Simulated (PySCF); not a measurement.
Start geometry of `C=C[C@H](C)F` from GFN2-xTB (Å):
```
atom  x, y, z in Å
C1     1.942    0.372   -0.073
C2     0.868   -0.380   -0.288
C3    -0.402   -0.355    0.527
C4    -1.547    0.124   -0.285
F5    -0.237    0.476    1.617
H6     2.793    0.353   -0.704
H7     1.954    1.102    0.736
H8     0.862   -1.083   -1.104
H9    -0.578   -1.347    0.973
H10   -1.762   -0.564   -1.097
H11   -2.475    0.158    0.357
H12   -1.379    1.117   -0.668
```

Question: What comes out of this run: PBE0-D3(BJ)/def2-SVP geometry optimisation, gas phase (PySCF 2.14.0)?

Answer: 
```
atom  x, y, z in Å
C1     1.8718    0.3742   -0.1065
C2     0.8068   -0.3938   -0.3254
C3    -0.4179   -0.4014    0.5363
C4    -1.6625    0.0304   -0.2136
F5    -0.2429    0.4317    1.6207
H6     2.7396    0.3502   -0.7702
H7     1.9029    1.0480    0.7531
H8     0.7763   -1.0755   -1.1839
H9    -0.5664   -1.4244    0.9340
H10   -1.8647   -0.6473   -1.0561
H11   -2.5331    0.0220    0.4576
H12   -1.5276    1.0479   -0.6093
```

The energy falls by 0.105 eV over 6 energy and gradient evaluations, the largest force component goes from 0.0354 to 2.6e-04 Eh/bohr, and the atoms move by 0.040 Å rms after alignment. Among the bonds, C3–C4 and C1–H6 change most and about equally (+0.033 Å). Bonds longer at the end by more than 0.005 Å: 6 of 11; shorter: 2. Among the angles that change most is C4–C3–H9, from 112.9° to 109.3°. Rotational constants go from 8093, 4110, 3100 to 8129, 4076, 3067 MHz. The orientation of the end geometry is arbitrary; only internal coordinates are fixed.

The run used 105 basis functions and 39 SCF cycles in all. On one thread of an Arm Neoverse N1, shared host with 64 logical CPUs at a one-minute load of 61, this took 35 s wall and 0.43 GiB of memory at its peak.

Not checked by PBE0-D3(BJ)/def2-SVP frequencies. One conformer, not necessarily the lowest.
